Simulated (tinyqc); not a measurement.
UHF in the sto-3g basis, for CH2, spin multiplicity 3, step by step. One step of it, computed by the program tinyqc.

Problem. Iteration 2: DIIS coefficients. Solve [B -1; -1 0][c; lambda] = [0; -1] for the coefficients, which sum to one.

B (overlaps of the stored error matrices):
```
                1               2
1   8.0004232e-01  -2.5720767e-01
2  -2.5720767e-01   1.0402003e-01
```

Give: DIIS coefficients.

Solution.

DIIS coefficients: 0.255  0.745
